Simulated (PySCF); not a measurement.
Cost against size for one kind of job: GIAO PBE0/pcSseg-1 NMR shielding, non-relativistic, gas phase in PySCF 2.14.0, density-fitted response routines; work: shieldings, ring-centre shieldings, charges and field gradients. Hardware: an Arm Neoverse N1 with one thread, no GPU, shared host. Times come from a shared host and carry two figures at best.

```json
{"species (SMILES)": "O=C1C=CC=C1", "atoms": "10", "electrons": "42", "basis functions": "122", "SCF cycles": "14", "wall time": "?"}
{"species (SMILES)": "Cc1cc[n+]([O-])cc1", "atoms": "15", "electrons": "58", "basis functions": "171", "SCF cycles": "15", "wall time": "39 s"}
{"species (SMILES)": "Oc1ccccc1B(F)F", "atoms": "15", "electrons": "72", "basis functions": "195", "SCF cycles": "14", "wall time": "?"}
{"species (SMILES)": "CB(C)c1ccc(C=O)o1", "atoms": "19", "electrons": "72", "basis functions": "215", "SCF cycles": "16", "wall time": "84 s"}
{"species (SMILES)": "C#C[Si@@H]([SiH2]C)[SiH]1CC1", "atoms": "20", "electrons": "84", "basis functions": "217", "SCF cycles": "14", "wall time": "?"}
{"species (SMILES)": "CO[Si@@H]1CC[C@H](CC=O)C1", "atoms": "24", "electrons": "86", "basis functions": "247", "SCF cycles": "15", "wall time": "1.7 min"}
```

Problem. Estimate the withheld figures.

Solution. `O=C1C=CC=C1`: 13 s; `Oc1ccccc1B(F)F`: 51 s; `C#C[Si@@H]([SiH2]C)[SiH]1CC1`: 74 s.

Problem. With all rows, how does the wall time grow with the number of basis functions N?

Solution. A straight line through log(time) against log(N) has slope 3.0 between N = 122 and 247, and the rows scatter about it by a factor of about 1.1 (standard error of the fit). This is a fit to these rows, whose iteration counts differ, not the method's formal scaling.

Problem. Which species took longest, and how many times the shortest run?

Solution. `CO[Si@@H]1CC[C@H](CC=O)C1`, at 1.7 min: about 7.8 times the shortest (13 s).
